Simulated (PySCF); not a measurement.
This PySCF input asks for the NMR shieldings of SMILES C[PH](C)=S, C2H7PS; the geometry comes from GFN2-xTB.

```python
import basis_set_exchange as bse
import numpy as np
from pyscf import gto, dft
from pyscf.prop import nmr

atoms = """
C    -1.418706   -0.189260    0.432389
P     0.069038    0.752588   -0.070708
C     1.344474   -0.516790   -0.409808
S     0.601566    2.171089    1.125853
H    -1.670499   -0.955218   -0.297453
H    -2.247769    0.508898    0.543742
H    -1.217070   -0.644659    1.402747
H    -0.279353    1.149716   -1.368181
H     2.229232   -0.020653   -0.806480
H     1.607224   -0.989595    0.537114
H     0.987288   -1.263446   -1.115178
"""
names = dict.fromkeys(["C", "P", "S", "H"], "pcSseg-1")
basis = {el: gto.basis.parse(bse.get_basis(n, elements=[el], fmt="nwchem")) for el, n in names.items()}
mol = gto.M(atom=atoms, basis=basis, charge=0, verbose=0)
mf = dft.RKS(mol, xc="PBE0")
mf.grids.level = 2
mf.grids.alignment = dft.numint.BLKSIZE   # the property module wants whole blocks of grid points
mf.conv_tol = 1e-9
mf.kernel()

calc = nmr.RKS(mf)   # GIAO
C = mf.mo_coeff
Co = C[:, mf.mo_occ > 0]
resp = mf.gen_response(singlet=True, hermi=2)
def vind(x):   # induced exchange potential for any number of trial vectors
    d = np.einsum("pi,xij,qj->xpq", C, 2 * x.reshape(-1, C.shape[1], Co.shape[1]), Co, optimize=True)
    return np.einsum("xpq,pi,qj->xij", resp(d - d.transpose(0, 2, 1)), C, Co, optimize=True).ravel()
mo1, _ = nmr.rhf.solve_mo1(calc, with_cphf=vind)
sigma = calc.kernel(mo1)
for i, s in enumerate(sigma):   # ppm
    w = np.linalg.eigvalsh((s + s.T) / 2)
    print("%2d %-2s iso %8.1f  s11 %8.1f  s22 %8.1f  s33 %8.1f" % (i, mol.atom_pure_symbol(i), w.mean(), *w))
```

Problem. What does it print?

Solution. 
```
 0 C  iso    162.7  s11    144.1  s22    154.0  s33    190.1
 1 P  iso    339.0  s11    252.6  s22    281.0  s33    483.4
 2 C  iso    162.8  s11    143.9  s22    154.3  s33    190.1
 3 S  iso    752.3  s11    646.6  s22    791.3  s33    819.0
 4 H  iso     30.4  s11     25.8  s22     28.0  s33     37.4
 5 H  iso     30.0  s11     26.1  s22     28.0  s33     35.8
 6 H  iso     30.2  s11     27.5  s22     28.4  s33     34.8
 7 H  iso     24.5  s11     20.6  s22     21.3  s33     31.6
 8 H  iso     30.0  s11     26.1  s22     28.0  s33     35.8
 9 H  iso     30.2  s11     27.4  s22     28.4  s33     34.8
10 H  iso     30.4  s11     25.9  s22     27.9  s33     37.4
```

These numbers come from an equivalent density-fitted implementation of the same equations, which agrees with the script to about 0.01 ppm for H and up to a few tenths of a ppm for heavy atoms, so last digits may differ.

Problem. Turn these shieldings into chemical shifts. Shifts are taken against calculated references (same method and geometry level): ¹³C (σref 186.93), ¹H (σref 31.72) vs TMS; ³¹P (σref 318.38) vs H3PO4; ³³S (σref 503.73) vs CS2.

Solution. Averaging equivalent atoms: C 0/2: 24.2; P 1: -20.6; S 3: -249; H 7: 7.19; H 4/5/6/8/9/10: 1.52 ppm. Experimental scales use liquid or dissolved standards, which lie at an offset from isolated H3PO4.

Size and cost of the density-fitted run: 117 basis functions, 12 s wall time on 1 thread of an x86-64 server CPU, shared host.
